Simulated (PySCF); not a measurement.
# Broadened absorption spectrum of HC≡CCF(CH3)2

Compound: HC≡CCF(CH3)2, C5H7F.
Numbering: `[CH:1]#[C:2][C:3]([CH3:4])([CH3:5])[F:6]` (hydrogens: H7 on C1; H8, H9, H10 on C4; H11, H12, H13 on C5)

Computed with PySCF, TDDFT B3LYP/def2-SVPD, vertical, gas phase, core orbitals frozen in the response. Geometry: PBE0-D3(BJ)/def2-SVP; no solvent, vibrations or thermal averaging.

Computed states:

| state | E (eV) | f |
| --- | --- | --- |
| S1 | 6.26 | 0.0001 |
| S2 | 6.71 | 0.0029 |
| S3 | 6.97 | 0.0004 |
| S4 | 7.38 | 0.056 |
| S5 | 7.61 | 0.033 |
| S6 | 8.10 | 0.0030 |

Broadening: Gaussians 0.4 eV wide at half height, area fixed by f = 4.319×10⁻⁹ ∫ε dν̃. The width is an assumption, not a result. The curve ends short of the highest state used, and states not computed would add to its high-energy end.

Q: What does the envelope look like, and where are its maxima?

A: 
| λ (nm) | ε (L mol⁻¹ cm⁻¹) |
| --- | --- |
| 165.4 | 4818 |
| 166.6 | 4933 |
| 167.9 | 4709 |
| 169.1 | 4204 |
| 170.4 | 3431 |
| 171.6 | 2637 |
| 172.9 | 1830 |
| 174.1 | 1218 |
| 175.4 | 739 |
| 176.6 | 456 |
| 177.9 | 284 |
| 179.1 | 212 |
| 180.4 | 188 |
| 181.6 | 192 |
| 182.9 | 203 |
| 184.1 | 209 |
| 185.4 | 205 |
| 186.6 | 190 |
| 187.9 | 165 |
| 189.1 | 137 |
| 190.4 | 105 |
| 191.6 | 79 |
| 192.9 | 55 |
| 194.1 | 38 |
| 195.4 | 25 |
| 196.6 | 18 |
| 197.9 | 12 |
| 199.1 | 9 |
| 200.4 | 7 |
| 201.6 | 5 |
| 202.9 | 4 |
| 204.1 | 3 |
| 205.4 | 2 |
| 206.6 | 2 |
| 207.9 | 1 |
| 209.1 | 1 |
| 210.4 | 1 |
| 211.6 | 0 |
| 212.9 | 0 |
| 214.1 | 0 |
| 215.4 | 0 |
| 216.6 | 0 |
| 217.9 | 0 |
| 219.1 | 0 |

Maxima: 184 nm (6.73 eV), ε about 210, made up of S2 (94%); 166 nm (7.45 eV), ε about 4900, made up of S4 (71%) and S5 (29%) (ε in L mol⁻¹ cm⁻¹; maxima over ε = 5, shares over 10%).

Q: Coming from long wavelengths, where does ε first pass 100 L mol⁻¹ cm⁻¹?

A: At about 191 nm (6.51 eV), 0.25 eV above S1.

Q: What would ε be at 7.45 eV, the highest of these maxima, with half the width (0.2 eV)?

A: About 6320 L mol⁻¹ cm⁻¹ against 4940, a factor of about 1.3; a lone state at its own centre would give exactly 2.

Q: On this curve, what absorbance would a 10⁻⁵ mol/L sample give at 193 nm over a 1 cm path?

A: 193 nm is 6.424 eV, where ε is about 53 L mol⁻¹ cm⁻¹, so A = ε c l ≈ 0.00053 (Beer–Lambert, with the gas-phase spectrum and the assumed width).
